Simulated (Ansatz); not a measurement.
Process, species as SMILES: BN (BH2-NH2) → [BH2] (BH2) + [NH2] (NH2)
B3LYP-D3(BJ)/def2-TZVP geometries, fixed; electronic energies without zero-point terms.
Largest species:
```
B
N 1 1.3876
H 2 1.0069 1 123.31
H 2 1.0069 3 113.37 1 180.00
H 1 1.1928 2 119.04 3 0.00
H 1 1.1928 5 121.92 2 180.00
```
Charge 0, spin multiplicity 1.

Basis-set convergence of the bond dissociation energy at HF with Ansatz (an electronic-structure program). All functions are spherical. Open shells are unrestricted. No added dispersion term, no relativity. Functions are those of the species that has most. Reference: the value in aug-pcseg-3, 113.36 kcal/mol, itself unsure by roughly 0.34 kcal/mol (its mean distance from aug-cc-pVQZ, cc-pV5Z, def2-QZVPPD). Deviations are taken from unrounded values.

| basis | functions |
|---|---|
| def2-SV(P) | 36 |
| def2-SVP | 48 |
| aug-cc-pVDZ | 82 |
| aug-pcseg-1 | 82 |
| def2-TZVP | 86 |
| def2-TZVPP | 118 |
| jun-cc-pV(T+d)Z | 134 |
| aug-cc-pVTZ | 184 |
| aug-pcseg-2 | 184 |
| def2-QZVPP | 234 |
| aug-cc-pVQZ | 344 |
| aug-pcseg-3 | 366 |

Task: Which is the smallest set listed that can be trusted to 2 kcal/mol here, that is, within that of the reference together with its larger relatives (same family, alike in diffuse functions; a set with none to test it counts only in the reference's own line)?

Result: The smallest set listed that lies within 2 kcal/mol of the reference with all its larger relatives (same family, alike in diffuse functions; a set with none counts only in the reference's own line) is aug-pcseg-1 (82 functions, -0.91 kcal/mol off). Value minus reference: def2-SV(P) 3.60, def2-SVP 3.50, aug-cc-pVDZ -2.56, aug-pcseg-1 -0.91, def2-TZVP -0.14, def2-TZVPP -0.27, jun-cc-pV(T+d)Z -0.69, aug-cc-pVTZ -0.70, aug-pcseg-2 0.11, def2-QZVPP -0.26, aug-cc-pVQZ -0.38, aug-pcseg-3 0.00 kcal/mol.
